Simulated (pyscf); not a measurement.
`[NH2][InH2]` + `[CH3]` [doublet] → `[NH][InH2]` [doublet] + `[CH4]` (hydrogen abstraction; doublet surface; H–N broken, C–H formed). Structures and frequencies: ωB97X-D3(BJ)/def2-SVP in PySCF. Energies in eV from the separated reactants.

```json
[
 {"level": "ωB97X-D3(BJ)/def2-TZVP", "barrier": "[?]", "reaction energy": "+0.19"},
 {"level": "PBE/def2-TZVP", "barrier": "0.40", "reaction energy": "+0.18"},
 {"level": "r²SCAN/def2-TZVP", "barrier": "0.56", "reaction energy": "+0.22"},
 {"level": "B3LYP-D3(BJ)/def2-TZVP", "barrier": "0.56", "reaction energy": "+0.17"},
 {"level": "ωB97M-D3(BJ)/def2-TZVP", "barrier": "0.74", "reaction energy": "+0.22"},
 {"level": "HF/def2-TZVP", "barrier": "[?]", "reaction energy": "[?]"}
]
```

### Question
Fill in the missing entries.

### Answer

- ωB97X-D3(BJ)/def2-TZVP, barrier: 0.68
- HF/def2-TZVP, barrier: 1.40
- HF/def2-TZVP, reaction energy: +0.06

The functionals in the table span 0.34 eV in this barrier, from PBE to ωB97M-D3(BJ)/def2-TZVP. •HN–InH₂ lies 1.79 eV over its isomer [H₂N–InH]• (electronic energy, ωB97M-D3(BJ)/def2-TZVP). One saddle was located; it need not be the lowest between these sides. The angle at the transferred H is 167°. Elements past Kr carry the def2 core potentials, without spin-orbit coupling.
